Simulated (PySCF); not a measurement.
**C2HFN2 (SMILES FC1N=C=N1): a chain of runs**

We compute a saddle-point search (HF-D4/jun-cc-pV(D+d)Z), then the harmonic vibrations, then a single-point energy, then a single-point energy (MP2/BFD-VDZ), then the energy of C2HFN2. 

The results are computed with PySCF 2.14.0.

### Step 1. Starting point

C2HFN2: 6 atoms, total charge 0, spin state singlet. SMILES: `FC1N=C=N1`. The run starts from this shape.

Bond lengths: F1–C2 1.333 Å, C2–N3 1.417 Å, N3–C4 1.354 Å, C2–N5 1.418 Å, C4–N5 1.354 Å, C2–H6 1.087 Å. Angles: F1–C2–N3 118.1°, F1–C2–N5 118.1°, N3–C2–N5 68.3°, C2–N3–C4 97.2°, N3–C4–N5 72.0°, C2–N5–C4 97.2°, F1–C2–H6 110.2°, N3–C2–H6 118.4°, N5–C2–H6 118.3°. A long bond or contact: N3–N5 1.592 Å.

### Step 2. A transition-state search at HF-D4/jun-cc-pV(D+d)Z (sfX2C) (run 1)

File geometry.xyz:

```xyz
6

F     -1.577730     0.418600    -0.549510
C     -0.401050     0.275490     0.061310
N      0.125310    -1.033350     0.199740
C      1.435330    -0.699350     0.122590
N      0.751350     0.085990    -0.742970
H     -0.333200     0.952610     0.908840
```

File input.py:

```python
# FC1N=C=N1
from pyscf import gto, scf
from pyscf.geomopt.geometric_solver import kernel as optimise

molecule = gto.M(
    atom='geometry.xyz',
    basis='jun-cc-pv(d+d)z',
    verbose=3,
    max_memory=1860,
    charge=0,
)

mf = scf.RHF(molecule)
mf = mf.x2c()
mf.disp = 'd4'
converged, mol_eq = optimise(mf, maxsteps=60, transition=True, hessian=True)
print('converged:', converged)
print(mol_eq.tostring())

mf.reset(mol_eq)
molecule = mol_eq
mf.kernel()
e_tot = mf.e_tot
print(f'total energy: {e_tot:.8f} hartree')
```

Command:

```console
$ OMP_NUM_THREADS=1 python input.py
```

Output:

```text
converged SCF energy = -284.662187335592

WARN: DFTD4 does not support analytical Hessian, using finite difference.

WARN: Mole.unit (angstrom) is changed to Bohr

[... 54 lines left out ...]
> Will converge when all 5 criteria are reached:
[... 19 lines left out ...]
converged SCF energy = -284.662187335768
[... 19 lines left out ...]
Free energy contributions calculated at @ 300.00 K:
[... 5 lines left out ...]
Ground State Electronic Energy    : E0                        =  -284.66218734 au (   -178628.2195 kcal/mol)
[... 16 lines left out ...]
converged SCF energy = -284.663624209791
[... 47 lines left out ...]
converged SCF energy = -284.66406813634
[... 37 lines left out ...]
Converged! =D
[... 1 line left out ...]
converged: True
F          -1.33839438        0.65551376       -0.79580850
C          -0.18134135        0.52763982       -0.18109723
N           0.32054593       -0.79422153       -0.04067312
C           1.64245701       -0.43645968       -0.11361812
N           0.96054221        0.34879745       -1.00755504
H          -0.11716790        1.20237187        0.65903688
converged SCF energy = -284.664068634938
total energy: -284.66406863 hartree
```

It took 4.8 min on 1 thread of Intel Xeon at 2.50GHz (Skylake/Cascade Lake), shared host; peak memory 0.32 GiB.

Steps, from the record of the run:

| step | energy from the first frame kept (eV) | largest force (eV/Å) |
| --- | --- | --- |
| 0 | 0.0000 | 1.6253 |
| 1 | -0.0391 | 0.7935 |
| 2 | -0.0510 | 0.0762 |
| 3 | -0.0512 | 0.0231 |
| 4 | -0.0512 | 0.0004 |

After the run. Bond lengths: F1–C2 1.316 Å, C2–N3 1.421 Å, N3–C4 1.371 Å, C2–N5 1.421 Å, C4–N5 1.371 Å, C2–H6 1.079 Å. Angles: F1–C2–N3 116.5°, F1–C2–N5 116.5°, N3–C2–N5 69.9°, C2–N3–C4 95.3°, N3–C4–N5 72.8°, C2–N5–C4 95.3°, F1–C2–H6 110.8°, N3–C2–H6 118.9°, N5–C2–H6 118.9°. A long bond or contact: N3–N5 1.628 Å.

### Step 3. Vibrational wavenumbers at HF-D4/jun-cc-pV(D+d)Z (sfX2C) (run 2)

File geometry.xyz:

```xyz
6
C2HFN2
F     -1.476474     0.537222    -0.342223
C     -0.319421     0.409348     0.272488
N      0.182468    -0.912511     0.412910
C      1.504377    -0.554752     0.339967
N      0.822464     0.230508    -0.553972
H     -0.255248     1.084080     1.112622
```

File run.py:

```python
import numpy
from pyscf import gto, scf, symm
from pyscf.hessian import thermo

molecule = gto.M(
    atom='geometry.xyz',
    charge=0,
    verbose=3,
    max_memory=1860,
    basis='jun-cc-pv(d+d)z',
)

hf = scf.RHF(molecule)
hf = hf.x2c()
hf.disp = 'd4'
hf.kernel()

e_tot = hf.e_tot
print('E = %.10f Eh' % e_tot)
hess = hf.Hessian().kernel()
modes = thermo.harmonic_analysis(molecule, hess)
print('frequencies (1/cm)', numpy.round(modes['freq_wavenumber'], 1))
symm.geom.TOLERANCE = 1e-3  # for the symmetry number
th = thermo.thermo(hf, modes['freq_au'], 500, 101325)
thermo.dump_thermo(molecule, th)
```

Command:

```console
$ OMP_NUM_THREADS=1 python run.py
```

Output:

```text
converged SCF energy = -284.664068634828
E = -284.6640686348 Eh

WARN: DFTD4 does not support analytical Hessian, using finite difference.

WARN: Mole.unit (angstrom) is changed to Bohr

frequencies (1/cm) [ 414.1  450.2  563.5  642.3  884.1 1062.6 1248.3 1272.3 1420.8 1490.8
 1559.6 3383.2]
temperature 500.0000 [K]
pressure 101325.00 [Pa]
Rotational constants [GHz] 20.57345 5.13132 4.55065
Symmetry number 1
Zero-point energy (ZPE) 0.03279 [Eh]   86082.058 [J/mol]
                           tot       elec      trans        rot        vib
Entropy [J/mol/K]       311.368      0.000    172.837    106.941     31.590
Cv [J/mol/K]             74.277      0.000     12.472     12.472     49.334
Cp [J/mol/K]             82.592      0.000     20.786     12.472     49.334
Internal energy [J/mol]                      6235.845   6235.845  96474.921
Internal energy [Eh]   -284.62257  -284.66407
Enthalpy [J/mol]                            10393.075   6235.845  96474.921
Enthalpy [Eh]          -284.62099
Gibbs free energy [J/mol]                  -76025.472 -47234.560  80680.086
Gibbs free energy [Eh] -284.68029
```

Wall time 3.3 min (1 thread of Intel Xeon at 2.50GHz (Skylake/Cascade Lake), shared host); peak memory 0.3 GiB.

### Step 4. The energy at HF-D4/jun-cc-pV(D+d)Z (sfX2C) (run 4)

File mol.xyz:

```xyz
6

F     -1.577730     0.418600    -0.549510
C     -0.401050     0.275490     0.061310
N      0.125310    -1.033350     0.199740
C      1.435330    -0.699350     0.122590
N      0.751350     0.085990    -0.742970
H     -0.333200     0.952610     0.908840
```

File run.py:

```python
from pyscf import gto

molecule = gto.M(
    atom='mol.xyz',
    verbose=3,
    basis='jun-cc-pv(d+d)z',
    max_memory=1860,
)

myscf = molecule.RHF()
myscf = myscf.sfx2c1e()
myscf.disp = 'd4'
myscf.kernel()

e_final = myscf.e_tot
print('Final energy', e_final)
```

Command:

```console
$ OMP_NUM_THREADS=1 python run.py
```

Output:

```text
converged SCF energy = -284.662187335592
Final energy -284.6621873355924
```

Wall time 5.1 s (1 thread of Intel Xeon at 2.50GHz (Skylake/Cascade Lake), shared host); peak memory 0.21 GiB.

### Step 5. A single-point energy at MP2/BFD-VDZ (core potential) (run 5)

File input.xyz:

```xyz
6
C2HFN2
F     -1.338394     0.655514    -0.795808
C     -0.181341     0.527640    -0.181097
N      0.320546    -0.794222    -0.040673
C      1.642457    -0.436460    -0.113618
N      0.960542     0.348797    -1.007555
H     -0.117168     1.202372     0.659037
```

File calc.py:

```python
# FC1N=C=N1
from pyscf import gto, mp

molecule = gto.M(
    atom='input.xyz',
    basis='bfd-vdz',
    charge=0,
    verbose=4,
    spin=0,
    ecp='bfd',
    max_memory=1860,
)

myscf = molecule.RHF()
myscf.kernel()

pt = mp.MP2(myscf).run()
e_tot = pt.e_tot
print(f'total energy: {e_tot:.8f} hartree')
```

Command:

```console
$ OMP_NUM_THREADS=1 python calc.py
```

Output:

```text
PySCF version 2.14.0

[... 64 lines left out ...]
converged SCF energy = -54.8851397812836
[... 1 line left out ...]
******** <class 'pyscf.mp.mp2.RMP2'> ********
nocc = 13, nmo = 70
E(RMP2) = -55.629329389212  E_corr = -0.744189607928351
E(SCS-RMP2) = -55.6066005121225  E_corr = -0.721460730838899
E_corr(same-spin) = -0.197961690778988
E_corr(oppo-spin) = -0.546227917149363
total energy: -55.62932939 hartree
```

Run time: 14 s. Hardware: 1 thread of Intel Xeon at 2.50GHz (Skylake/Cascade Lake), shared host; peak memory 0.16 GiB.

### Step 6. A single-point energy at MP2/BFD-VDZ (core potential) (run 6)

File geometry.xyz:

```xyz
6

F     -1.577730     0.418600    -0.549510
C     -0.401050     0.275490     0.061310
N      0.125310    -1.033350     0.199740
C      1.435330    -0.699350     0.122590
N      0.751350     0.085990    -0.742970
H     -0.333200     0.952610     0.908840
```

File calc.py:

```python
from pyscf import gto, mp

molecule = gto.M(
    atom='geometry.xyz',
    spin=0,
    max_memory=1860,
    basis='bfd-vdz',
    verbose=4,
    ecp='bfd',
)

calc0 = molecule.RHF()
calc0.kernel()

pt = mp.MP2(calc0).run()
e_final = pt.e_tot
print(f'total energy: {e_final:.8f} hartree')
```

Command:

```console
$ OMP_NUM_THREADS=1 python calc.py
```

Output:

```text
PySCF version 2.14.0

[... 64 lines left out ...]
converged SCF energy = -54.883108577341
[... 1 line left out ...]
******** <class 'pyscf.mp.mp2.RMP2'> ********
nocc = 13, nmo = 70
E(RMP2) = -55.6249810931678  E_corr = -0.741872515826814
E(SCS-RMP2) = -55.6022173498082  E_corr = -0.719108772467197
E_corr(same-spin) = -0.197467207528824
E_corr(oppo-spin) = -0.544405308297991
total energy: -55.62498109 hartree
```

Wall time 14 s (1 thread of Intel Xeon at 2.50GHz (Skylake/Cascade Lake), shared host); peak memory 0.16 GiB.

### Step 7. What came out

| quantity | value |
| --- | --- |
| run 1, HF-D4/jun-cc-pV(D+d)Z: total energy at the end | -284.66407 Eh |
| run 1, HF-D4/jun-cc-pV(D+d)Z: dipole moment | 2.65 D |
| run 1, HF-D4/jun-cc-pV(D+d)Z: HOMO energy | -12.12 eV |
| run 1, HF-D4/jun-cc-pV(D+d)Z: LUMO energy | 1.29 eV |
| run 1, HF-D4/jun-cc-pV(D+d)Z: HOMO–LUMO gap | 13.41 eV |
| run 1, HF-D4/jun-cc-pV(D+d)Z: dispersion energy | -42.21 kJ/mol |
| run 2, HF-D4/jun-cc-pV(D+d)Z: lowest harmonic wavenumber | 414 cm⁻¹ |
| run 2, HF-D4/jun-cc-pV(D+d)Z: highest harmonic wavenumber | 3383 cm⁻¹ |
| run 2, HF-D4/jun-cc-pV(D+d)Z: zero-point energy | 86.1 kJ/mol |
| run 2, HF-D4/jun-cc-pV(D+d)Z: ideal-gas entropy at 500 K (symmetry number 1 as used) | 74.4 cal/(mol K) |
| run 4, HF-D4/jun-cc-pV(D+d)Z: total energy | -284.66219 Eh |
| run 4, HF-D4/jun-cc-pV(D+d)Z: HOMO energy | -12.20 eV |
| run 4, HF-D4/jun-cc-pV(D+d)Z: LUMO energy | 1.28 eV |
| run 4, HF-D4/jun-cc-pV(D+d)Z: HOMO–LUMO gap | 13.48 eV |
| run 4, HF-D4/jun-cc-pV(D+d)Z: dispersion energy | -42.03 kJ/mol |
| run 5, MP2/BFD-VDZ: total energy | -55.62933 Eh |
| run 5, MP2/BFD-VDZ: dipole moment (Hartree–Fock density) | 2.63 D |
| run 5, MP2/BFD-VDZ: HOMO energy (Hartree–Fock orbitals) | -12.08 eV |
| run 5, MP2/BFD-VDZ: LUMO energy (Hartree–Fock orbitals) | 2.53 eV |
| run 5, MP2/BFD-VDZ: HOMO–LUMO gap (Hartree–Fock orbitals) | 14.61 eV |
| run 5, MP2/BFD-VDZ: correlation energy | -744.2 mEh |
| run 6, MP2/BFD-VDZ: total energy | -55.62498 Eh |
| run 6, MP2/BFD-VDZ: HOMO energy (Hartree–Fock orbitals) | -12.15 eV |
| run 6, MP2/BFD-VDZ: LUMO energy (Hartree–Fock orbitals) | 2.57 eV |
| run 6, MP2/BFD-VDZ: HOMO–LUMO gap (Hartree–Fock orbitals) | 14.72 eV |
| run 6, MP2/BFD-VDZ: correlation energy | -741.9 mEh |

**Reading.** All 12 modes (run 2, HF-D4/jun-cc-pV(D+d)Z) are real, so the shape is a minimum at this level. Mulliken charges (run 4, HF-D4/jun-cc-pV(D+d)Z) run from -0.26 on F1 to +0.33 on C2.
